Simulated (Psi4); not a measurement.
Psi4 input (wB97X-D/6-31G*):

```
memory 1500 MB

molecule {
0 2
C    -0.00000000   -0.00000000   -0.47198407
C     0.00000000    0.00000000    0.72801579
H    -0.00000000   -0.00000000   -1.53619029
symmetry c1
no_reorient
no_com
}

set {
  basis 6-31G*
  reference uks
  scf_type pk
  dft_radial_points 99
  dft_spherical_points 590
  e_convergence 1e-8
  d_convergence 1e-7
  maxiter 150
}

e = energy('wb97x-d')
print_out(f'\nFINAL {e:.10f} DIPOLE {variable("CURRENT DIPOLE")[0]:.6f} {variable("CURRENT DIPOLE")[1]:.6f} {variable("CURRENT DIPOLE")[2]:.6f}\n')
```

Output:

```
   => Loading Basis Set <=

    Name: 6-31G*
    Role: ORBITAL
    Keyword: BASIS
    atoms 1-2 entry C          line   111 file 6-31gs.gbs
    atoms 3   entry H          line    44 file 6-31gs.gbs

   => WB97X-D: Empirical Dispersion <=

    Chai and Head-Gordon Dispersion Correction
    Chai, J.-D.; Head-Gordon, M. (2010), J. Chem. Phys., 132: 6615-6620

        s6 =       1.000000

         ---------------------------------------------------------
                                   SCF
               by Justin Turney, Rob Parrish, Andy Simmonett
                          and Daniel G. A. Smith
                              UKS Reference
         ---------------------------------------------------------

  ==> Geometry <==

    Molecular point group: c1
    Full point group: C_inf_v

    Geometry (in Angstrom), charge = 0, multiplicity = 2:

       Center              X                  Y                   Z               Mass
    ------------   -----------------  -----------------  -----------------  -----------------
         C            0.000000000000     0.000000000000    -0.471984070000    12.000000000000
         C            0.000000000000     0.000000000000     0.728015790000    12.000000000000
         H            0.000000000000     0.000000000000    -1.536190290000     1.007825032230

  Running in c1 symmetry.

  Rotational constants: A = ************  B =      1.47723  C =      1.47723 [cm^-1]
  Rotational constants: A = ************  B =  44286.20282  C =  44286.20282 [MHz]
  Nuclear repulsion =   20.261107396959229

  Charge       = 0
  Multiplicity = 2
  Electrons    = 13
  Nalpha       = 7
  Nbeta        = 6

  ==> Algorithm <==

  SCF Algorithm Type is PK.
  DIIS enabled.
  MOM disabled.
  Fractional occupation disabled.
  Guess Type is SAD.
  Energy threshold   = 1.00e-08
  Density threshold  = 1.00e-07
  Integral threshold = 1.00e-12

  ==> Primary Basis <==

  Basis Set: 6-31G*
    Blend: 6-31G*
    Number of shells: 14
    Number of basis functions: 32
    Number of Cartesian functions: 32
    Spherical Harmonics?: false
    Max angular momentum: 2

  ==> DFT Potential <==

   => LibXC <=

    Version 7.1.2
    S. Lehtola, C. Steigemann, M. J. T. Oliveira, and M. A. L. Marques,  SoftwareX 7, 1–5 (2018) (10.1016/j.softx.2017.11.002)

   => Composite Functional: WB97X-D <=

    wB97X-D Hyb-GGA Exchange-Correlation Functional

    J.-D. Chai and M. Head-Gordon,  Phys. Chem. Chem. Phys. 10, 6615–6620 (2008) (10.1039/B810189B)

    Deriv               =              1
    GGA                 =           TRUE
    Meta                =          FALSE

    Exchange Hybrid     =           TRUE
    MP2 Hybrid          =          FALSE

   => Exchange-Correlation Functionals <=

    1.0000   wB97X-D range-separated functional

   => Exact (HF) Exchange <=

    0.7780            HF,LR [omega = 0.2000]
    0.2220               HF

   => LibXC Density Thresholds  <==

    XC_HYB_GGA_XC_WB97X_D:  1.00E-14

   => Molecular Quadrature <=

    Radial Scheme          =       TREUTLER
    Pruning Scheme         =           NONE
    Nuclear Scheme         =       TREUTLER

    Blocking Scheme        =         OCTREE
    BS radius alpha        =              1
    Pruning alpha          =              1
    Radial Points          =             99
    Spherical Points       =            590
    Total Points           =         165329
    Total Blocks           =           1279
    Max Points             =            256
    Max Functions          =             32
    Weights Tolerance      =       1.00E-15

  ==> Integral Setup <==

  Using in-core PK algorithm.
   Calculation information:
      Number of atoms:                   3
      Number of AO shells:              14
      Number of primitives:             34
      Number of atomic orbitals:        32
      Number of basis functions:        32

      Integral cutoff                 1.00e-12
      Number of threads:                 1

  Performing in-core PK
  Using 418968 doubles for integral storage.
  We computed 5565 shell quartets total.
  Whereas there are 5565 unique shell quartets.

  Computing range-separated integrals for PK
  We computed 5565 wK shell quartets total.
  Whereas there are 5565 wK unique shell quartets.

  ==> DiskJK: Disk-Based J/K Matrices <==

    J tasked:                  Yes
    K tasked:                  Yes
    wK tasked:                 Yes
    Omega:               2.000E-01
    Schwarz Cutoff:          1E-12


  Cached 100.0% of DFT collocation blocks in 0.147 [GiB].

  Minimum eigenvalue in the overlap matrix is 2.5170897242E-03.
  Reciprocal condition number of the overlap matrix is 4.4830213861E-04.
    Using symmetric orthogonalization.

  ==> Pre-Iterations <==

  SCF Guess: Superposition of Atomic Densities via on-the-fly atomic UHF (no occupation information).

   -------------------------
    Irrep   Nso     Nmo
   -------------------------
     A         32      32
   -------------------------
    Total      32      32
   -------------------------

  ==> Iterations <==

                        Total Energy        Delta E     RMS |[F,P]|

   @UKS iter SAD:   -75.88390460391877   -7.58839e+01   0.00000e+00
   @UKS iter   1:   -76.50302979669276   -6.19125e-01   1.11703e-02 ADIIS/DIIS
   @UKS iter   2:   -76.52704564587826   -2.40158e-02   9.21479e-03 ADIIS/DIIS
   @UKS iter   3:   -76.56513758238184   -3.80919e-02   3.08060e-03 ADIIS/DIIS
   @UKS iter   4:   -76.57010860735399   -4.97102e-03   3.87904e-04 ADIIS/DIIS
   @UKS iter   5:   -76.57045122223063   -3.42615e-04   2.04446e-04 ADIIS/DIIS
   @UKS iter   6:   -76.57068134194365   -2.30120e-04   8.94938e-05 DIIS
   @UKS iter   7:   -76.57073074942527   -4.94075e-05   1.50833e-05 DIIS
   @UKS iter   8:   -76.57073124799012   -4.98565e-07   2.31466e-06 DIIS
   @UKS iter   9:   -76.57073125625706   -8.26694e-09   5.29568e-07 DIIS
   @UKS iter  10:   -76.57073125666378   -4.06715e-10   1.17116e-07 DIIS
   @UKS iter  11:   -76.57073125668308   -1.92983e-11   1.79018e-08 DIIS
  Energy and wave function converged.

  ==> Post-Iterations <==

   Electrons on quadrature grid:
      Nalpha   =    7.0000000085 ; deviation = 8.514e-09
      Nbeta    =    6.0000000079 ; deviation = 7.903e-09
      Ntotal   =   13.0000000164 ; deviation = 1.642e-08

   @Spin Contamination Metric:   3.274875121E-02
   @S^2 Expected:                7.500000000E-01
   @S^2 Observed:                7.827487512E-01
   @S   Expected:                5.000000000E-01
   @S   Observed:                5.000000000E-01

    Orbital Energies [Eh]
    ---------------------

    Alpha Occupied:

       1A    -10.361074     2A    -10.320246     3A     -0.866513
       4A     -0.640423     5A     -0.480457     6A     -0.390335
       7A     -0.390335

    Alpha Virtual:

       8A      0.115231     9A      0.115231    10A      0.211791
      11A      0.446857    12A      0.550055    13A      0.606246
      14A      0.606246    15A      0.712207    16A      0.736419
      17A      0.736419    18A      0.884211    19A      1.232114
      20A      1.318854    21A      1.574352    22A      1.574352
      23A      1.600957    24A      1.600958    25A      2.003964
      26A      2.003965    27A      2.363902    28A      2.566311
      29A      2.566311    30A      3.136192    31A      4.082263
      32A      4.332466

    Beta Occupied:

       1A    -10.344113     2A    -10.320078     3A     -0.844383
       4A     -0.628914     5A     -0.373361     6A     -0.373361

    Beta Virtual:

       7A     -0.111344     8A      0.142170     9A      0.142170
      10A      0.212440    11A      0.461417    12A      0.555832
      13A      0.612952    14A      0.612952    15A      0.748934
      16A      0.748934    17A      0.791768    18A      0.883412
      19A      1.254563    20A      1.326599    21A      1.617051
      22A      1.617051    23A      1.620360    24A      1.620362
      25A      2.027320    26A      2.027321    27A      2.406547
      28A      2.608683    29A      2.608683    30A      3.161208
      31A      4.144114    32A      4.340724

    Final Occupation by Irrep:
              A
    DOCC [     6 ]
    SOCC [     1 ]
    NA   [     7 ]
    NB   [     6 ]

  @UKS Final Energy:   -76.57073125668308

   => Energetics <=

    Nuclear Repulsion Energy =             20.2611073969592290
    One-Electron Energy =                -142.1570287523610432
    Two-Electron Energy =                  52.9283213435316426
    DFT Exchange-Correlation Energy =      -7.6030455105294417
    Empirical Dispersion Energy =          -0.0000857342834568
    VV10 Nonlocal Energy =                  0.0000000000000000
    Total Energy =                        -76.5707312566830609

  UHF NO Occupations:
  HONO-2 :    5  A 1.9919263
  HONO-1 :    6  A 1.9919263
  HONO-0 :    7  A 1.0000000
  LUNO+0 :    8  A 0.0080737
  LUNO+1 :    9  A 0.0080737
  LUNO+2 :   10  A 0.0001777
  LUNO+3 :   11  A 0.0001135

Computation Completed

Properties will be evaluated at   0.000000,   0.000000,   0.000000 [a0]

Properties computed using the SCF density matrix

 Multipole Moments:

 ------------------------------------------------------------------------------------
     Multipole            Electronic (a.u.)      Nuclear  (a.u.)        Total (a.u.)
 ------------------------------------------------------------------------------------

 L = 1.  Multiply by 2.5417464519 to convert [e a0] to [Debye]
 Dipole X            :          0.0000000            0.0000000            0.0000000
 Dipole Y            :         -0.0000000            0.0000000           -0.0000000
 Dipole Z            :         -0.3032757            0.0000001           -0.3032756
 Magnitude           :                                                    0.3032756

 ------------------------------------------------------------------------------------

FINAL -76.5707312567 DIPOLE 0.000000 -0.000000 -0.303276

*** Psi4 exiting successfully. Buy a developer a beer!
```

The geometry given is a B3LYP-D3(BJ)/def2-TZVP minimum.
